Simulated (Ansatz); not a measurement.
Input for Ansatz (development build ahead of 0.2.0):

```yaml
crystal:
  periodic: [false, false, false]
  atoms:
    - { symbol: C, position_ang: [0.09357, -1.09532, -0.62922] }
    - { symbol: Cl, position_ang: [-0.07572, 0.62034, 0.33944] }
    - { symbol: H, position_ang: [0.0948, -0.78821, -1.67151] }
    - { symbol: H, position_ang: [1.03794, -1.34231, -0.17738] }
    - { symbol: H, position_ang: [-0.7648, -1.59775, -0.20574] }
basis:
  gaussian: { orbitals: def2-SVP }
total_charge: 1
magnetization:
  spin_polarized: true
  initial_magnetization: 1
hamiltonian:
  xc: hf
output:
  forces: true
```

The input is written out in the form of the current development build from the run's settings.

The run gave:

* Converged: yes
* Total energy: -498.55549 hartree
* Spin squared of the determinant: 0.759
* Stability test: minimum

Forces (eV/Å):
```csv
atom,Fx,Fy,Fz
C1,-0.213,0.987,0.523
Cl2,-0.101,0.177,-0.138
H3,-0.047,-0.231,0.115
H4,0.406,-0.574,-0.187
H5,-0.045,-0.358,-0.313
```
